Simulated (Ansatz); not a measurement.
For rhombohedral A7 Bi, PBEsol (PAW; Ansatz, an electronic-structure program) gives:

| Property | Value |
|---|---|
| equilibrium lattice constant a | 4.525 Å |
| lattice parameter c | 11.649 Å |

What does r²SCAN-D4 (Ansatz, PAW) give for the same quantities?


- lattice constant a: 4.521 Å (drops by 0.1 %)
- lattice parameter c: 12.187 Å (grows by 4.6 %)

For comparison: lattice constant a 4.533 Å (measured, low temperature, not corrected to a static lattice, hexagonal setting; as tabulated in Arnaud et al. (2016), arXiv:1602.08959); lattice parameter c 11.796 Å (measured, low temperature, not corrected to a static lattice, hexagonal setting; as tabulated in Arnaud et al. (2016), arXiv:1602.08959).

Changes are worked out from the printed values.

Unless a cell is named, each level is at its own relaxed cell (PBEsol 34.43, r²SCAN-D4 35.95 Å³/atom).

Levels without +SOC leave out spin–orbit coupling, which shifts energies and cells of such heavy elements.

Caveats: the cell comes from a level without a dispersion term, which matters for the spacing of layers, chains or molecules (PBEsol). Ansatz's density-functional and Hartree–Fock values are scalar-relativistic unless marked +SOC, with PAW data made under PBE.
